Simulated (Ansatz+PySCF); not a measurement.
## singlet C2H4O2: levels of theory in one basis

```json
{"atom": "C", "x (Å)": "0.0000", "y (Å)": "-1.0028", "z (Å)": "-0.0706"}
{"atom": "O", "x (Å)": "0.0000", "y (Å)": "-0.9888", "z (Å)": "1.2221"}
{"atom": "O", "x (Å)": "0.0000", "y (Å)": "0.1572", "z (Å)": "-0.9175"}
{"atom": "C", "x (Å)": "0.0000", "y (Å)": "1.5115", "z (Å)": "-0.1984"}
{"atom": "H", "x (Å)": "0.0000", "y (Å)": "-1.9891", "z (Å)": "-0.7523"}
{"atom": "H", "x (Å)": "0.0000", "y (Å)": "2.3385", "z (Å)": "-1.0452"}
{"atom": "H", "x (Å)": "-0.9634", "y (Å)": "1.6259", "z (Å)": "0.4875"}
{"atom": "H", "x (Å)": "0.9634", "y (Å)": "1.6259", "z (Å)": "0.4875"}
```

Basis set: def2-SVP (spherical functions). Left uncorrelated: 4 orbitals. Charge 0, multiplicity 1.

Computed with Ansatz (development build ahead of 0.2.0); each method stands on the lowest determinant of its kind that the runs found.

```
  method  E − E(RHF) (eV)  <S²> of the determinant
     RHF             0.00                     0.00
 RHF-MP2           -17.94                        –
RHF-CCSD           -18.63                        –
```

Question: What does RHF-CCSD(T) give on the same scale?

Answer: -19.28 eV.

Question: Is a single determinant a sound starting point here?

Answer: By this sign, yes. Unrestricted orbitals gain 0.00 eV and <S²> is 0.00 against 0.00 for a pure state.
